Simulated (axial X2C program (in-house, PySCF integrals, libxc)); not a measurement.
Potential curves of SiB⁺, 2c

All values were computed with an in-house relativistic program for diatomic molecules. Two-component (2c) means X2C with spin–orbit coupling and atomic mean-field two-electron Coulomb and Gaunt terms. Basis: Si dyall-v3z [8s7p2d1f], B dyall-v3z [7s6p2d1f] (cores contracted in-house); Gaussian nuclei, density fitting, unrestricted open shells. Masses: Si 27.977 u, B 11.009 u.

State: Ω = 2 (⟨Sz⟩ = 1.00, ⟨Lz⟩ = 1.00 at PBE0). Energies in cm⁻¹ from the fragments at the same level (Si+ + B). Fits are polynomials in 1 − R0/R over 0.85 to 1.23 times the lowest point R0.

| R (Å) | PBE0 | PBEsol |
| --- | --- | --- |
| 1.8357 | -17893 | -20141 |
| 1.9201 | -20251 | -22663 |
| 1.9834 | -21238 | -23778 |
| 2.0467 | -21729 | -24394 |
| 2.1100 | -21849 | -24631 |
| 2.1838 | -21651 | -24551 |
| 2.2577 | -21208 | -24200 |
| 2.3526 | -20423 | -23493 |
| 2.4687 | -19311 | -22414 |
| 2.6375 | -17641 | -20714 |

The state is a single determinant with fixed occupations, the lowest that a limited PBE0 search found. Dissociation energies refer to the lowest single-determinant-based atoms at the same level and basis. Density functionals use the spin component along the axis (collinear). In 2c an atomic determinant is not the ground J level, so De misses part of the atomic spin–orbit lowering. This holds for PBE0, PBEsol. Other states lie close and PBE0, whose exact exchange favours high spin, may order them wrongly; the determinant shown need not be the ground state. The nearest other 2c determinant of the search, Ω = 1, lies 0.16 eV up at the distance of the search. Without a current term, density functionals place determinants with orbital angular momentum somewhat too high. With several unpaired electrons one determinant need not be a pure state. Open-shell Ω = 0 determinants with evenly filled partner blocks cannot be reached by this program, so the Ω shown need not be the lowest component. At some level and bond length an empty orbital lies below a filled one.

(1) What are Re, ωe and De at the PBE0 level?

(2) What are Re, ωe and De at the PBEsol level?

Results:

(1) At PBE0, 2c: Re = 2.103 Å, ωe ≈ 546 cm⁻¹, De = 2.71 eV to Si+ + B; Be follows as 0.483 cm⁻¹.

(2) At PBEsol, 2c: Re = 2.129 Å, ωe ≈ 526 cm⁻¹, De = 3.06 eV to Si+ + B; Be follows as 0.471 cm⁻¹.
